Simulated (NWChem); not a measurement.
**Atomisation of silicon monoxide (OSi)**

```
Si
O 1 1.5452
```
Charge 0, spin multiplicity 1.

All runs are NWChem calculations. All single points use one geometry, from PBE/def2-SVP, a minimum by its harmonic frequencies.

Basis set: def2-TZVP. The atomisation energy is electronic alone: no zero-point, thermal, spin-orbit or counterpoise terms. No value is extrapolated to the basis-set limit. Free atoms are single determinants with multiplicities Si 3, O 3. Correlated methods freeze the same cores in atoms and molecule, 6 orbitals in all.

```tsv
method	atomisation energy (kcal/mol)
BP86	196.6
HF	107.3
PBE	195.6
PBE0	181.2
MP2	195.9
r2SCAN	186.7
BHandHLYP	169.2
CCSD(T)	182.4
B3LYP	186.4
```

The values span 89.3 kcal/mol, from HF (lowest) to BP86 (highest). 

B3LYP has NWChem's definition, with VWN1-RPA local correlation. The stability of the SCF solutions was not checked. Open-shell Hartree-Fock references start from PBE0 orbitals. Coupled-cluster values serve here as a point of comparison, not as the truth.
